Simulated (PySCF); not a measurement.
**Assigning NMR signals**

Atoms are numbered as in `[CH:1]#[C:2]/[CH:3]=[CH:4]/[C:5]#[N:6]`. Hydrogens are named by the atom that carries them.

Calculated, not measured (PySCF): NMR shieldings at PBE0/pcSseg-1/GIAO, geometry from GFN2-xTB. Isolated molecule, no relativistic terms, one computed conformer.

References, each an isolated molecule treated in the same way: 13C (σref 186.93) and 1H (σref 31.72) vs TMS.

(1) Assign these signals to the numbered atoms. 13C{1H} NMR (computed): δ 138.8, 122.3, 120.3, 103.0, 85.1.

(2) Assign these signals to the numbered atoms. 1H NMR (400 MHz, computed): δ 6.60 (m, 1H), 5.96 (d, 1H), 3.54 (d, 1H).

## Answers

(1) 
138.8 → C3, alkene CH: an sp2 carbon of a C=C bond
122.3 → C5, nitrile carbon: typical of a nitrile
120.3 → C4, alkene CH: the olefinic region
103.0 → C1, terminal alkyne carbon: the triple bond shields along its axis, which puts it between sp3 and sp2 carbons
85.1 → C2, alkyne carbon: sp carbons lie upfield of alkene carbons because the cylindrical π system leaves one tensor component strongly shielded

C5 and C4 lie closer than the usual error of such a calculation, so a measured spectrum could show them in the other order.

(2) 
6.60 → H(C3), hydrogen on an alkene CH: a vinylic proton, deshielded by the sp2 carbon and the C=C anisotropy
5.96 → H(C4), hydrogen on an alkene CH
3.54 → H(C1), hydrogen on a terminal alkyne carbon: it lies on the axis of the triple bond, in its shielding cone

Shifts are as computed. Against solution values, carbons near 30 ppm lie about +3 ppm off and those near 130 ppm about +5 ppm. Of 1211 compounds with measured shifts, 218 miss one by over three times the rms of a fit or turn the order of signals round; such compounds aren't used in these exercises. Multiplicities follow the n + 1 count of equivalent neighbours, as no J values were calculated; m marks all less simple cases, F and P coupling included.
